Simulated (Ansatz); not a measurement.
# H5NO: geometry and frequencies at several levels

Wanted for H5NO: geometry and frequencies at several levels.

Method: the levels named in each step, in Ansatz 0.2.0.

## 1. The system as given

Bond lengths: N1–H3 1.013 Å, N1–H4 1.016 Å, N1–H5 1.013 Å, O2–H6 0.960 Å, O2–H7 0.960 Å. Angles: H3–N1–H4 107.3°, H3–N1–H5 107.1°, H4–N1–H5 107.0°, H6–O2–H7 107.0°.

As a file:

```xyz
7

N    -1.3473   -0.0828    0.8583
O     1.2649    0.0802   -0.7907
H    -2.0976   -0.6454    0.4745
H    -0.5071   -0.3010    0.3309
H    -1.1925   -0.4005    1.8079
H     1.4231    0.8937   -0.3057
H     1.0188    0.3300   -1.6840
```

## 2. A rough first relaxation, PBE-D4/def2-SVP

Input file input.yaml:

```yaml
crystal:
  periodic: [false, false, false]
  atoms:
    - { symbol: "N", position_ang: [-1.34727, -0.08278, 0.85827] }
    - { symbol: O, position_ang: [1.26485, 0.08022, -0.79066] }
    - { symbol: H, position_ang: [-2.09763, -0.64536, 0.47453] }
    - { symbol: H, position_ang: [-0.5071, -0.30101, 0.3309] }
    - { symbol: H, position_ang: [-1.1925, -0.40047, 1.8079] }
    - { symbol: H, position_ang: [1.42307, 0.89373, -0.30567] }
    - { symbol: H, position_ang: [1.01878, 0.33, -1.68404] }
basis:
  gaussian: { orbitals: def2-SVP }
hamiltonian:
  xc: pbe
  dispersion: d4
relax:
  f_tol: 0.03
  max_steps: 200
```

Run with:

```sh
$ ansatz run input.yaml --threads 2 --pin off --max-ram 5120MiB --backend cpu --events-out ev --progress --plain --runs-dir out
```

After this run come: Relaxation, HF/STO-3G; Frequencies, HF/STO-3G; Relaxation, HF/6-31G*; Frequencies, HF/6-31G*; Relaxation, LDA/def2-SVP; Frequencies, LDA/def2-SVP; Relaxation, PBE-D4/def2-SVP; Frequencies, PBE-D4/def2-SVP; Relaxation, PBE0-D4/def2-TZVPP; Relaxation, MP2/def2-TZVPP; Frequencies, MP2/def2-TZVPP.

Before running it: what results should come out? Wanted: N1–H3 at MP2/def2-TZVPP; N1–H4 at MP2/def2-TZVPP; frequencies at MP2/def2-TZVPP.

**Answer**, as computed:

| quantity | value |
| --- | --- |
| N1–H3 at MP2/def2-TZVPP | 1.011 Å |
| N1–H4 at MP2/def2-TZVPP | 1.011 Å |
| frequencies at MP2/def2-TZVPP | 34 to 3938 cm⁻¹ |

**Reading.** The N–H distance spreads over 0.029 Å, from HF/6-31G* (shortest) to HF/STO-3G. No mode is imaginary, so the geometry is a minimum.
